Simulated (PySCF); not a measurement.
## Dipole moment and polarisability across levels of theory

Species: dichlorosilane, Cl₂H₂Si.
InChI=1S/Cl2H2Si/c1-3-2/h3H2

PySCF, dipoles from the SCF density, polarisabilities from static response with core orbitals frozen. Isolated species at its PBE0-D3(BJ)/def2-SVP geometry, gas phase.

Reference dipole: 1.130 D (measured, gas; NIST CCCBDB Release 22 (SRD 101), experimental dipoles). The anisotropy is √(½[(α1 − α2)² + (α2 − α3)² + (α3 − α1)²]).

```csv
level,μ (D),error (%),α (au),anisotropy (au)
LDA/def2-SVPD,1.290,+14.2,56.70,16.10
PBE/def2-SVPD,1.244,+10.1,55.97,16.05
B3LYP/def2-SVPD,1.328,+17.5,54.33,14.94
PBE0/def2-SVPD,1.345,+19.1,53.75,14.79
BHandHLYP/def2-SVPD,1.427,+26.3,52.19,13.74
CAM-B3LYP/def2-SVPD,1.396,+23.5,53.50,14.28
wB97X-D/def2-SVPD,1.389,+22.9,53.12,14.28
LC-wPBE/def2-SVPD,1.438,+27.3,52.18,13.79
HF/def2-SVPD,1.517,+34.3,49.93,12.24
PBE0/6-31G*,1.679,+48.6,38.53,15.15
PBE0/def2-SVP,1.341,+18.7,38.75,12.64
PBE0/6-31+G*,1.664,+47.3,43.43,14.89
PBE0/aug-cc-pVDZ,1.358,+20.2,53.53,15.41
PBE0/def2-TZVP,1.214,+7.4,47.42,15.17
PBE0/def2-TZVPD,1.238,+9.5,54.42,15.01
PBE0/aug-cc-pVTZ,1.284,+13.6,54.34,15.02
```

For the dipole, the smallest error is 7.4% (PBE0/def2-TZVP) and the largest 48.6% (PBE0/6-31G*). The dipole runs from 1.21 D (PBE0/def2-TZVP) to 1.68 D (PBE0/6-31G*). No reference polarisability is at hand; against PBE0 in the largest diffuse basis at hand (aug-cc-pVTZ) the other PBE0 rows deviate by 6-31G* -29%, def2-SVP -29%, 6-31+G* -20%, def2-SVPD -1%, aug-cc-pVDZ -1%, def2-TZVP -13%, def2-TZVPD 0%. In one basis (def2-SVPD) the functionals order the polarisability from HF (lowest) to LDA (highest), a spread of 14%. With PBE0 the polarisability is 41.56 au without diffuse functions (mean of 6-31G*, def2-SVP and def2-TZVP) and 51.89 au with them (mean of 6-31+G*, def2-SVPD, aug-cc-pVDZ, def2-TZVPD and aug-cc-pVTZ). Measured values can belong to vibrating molecules; the computed ones are for one fixed geometry.
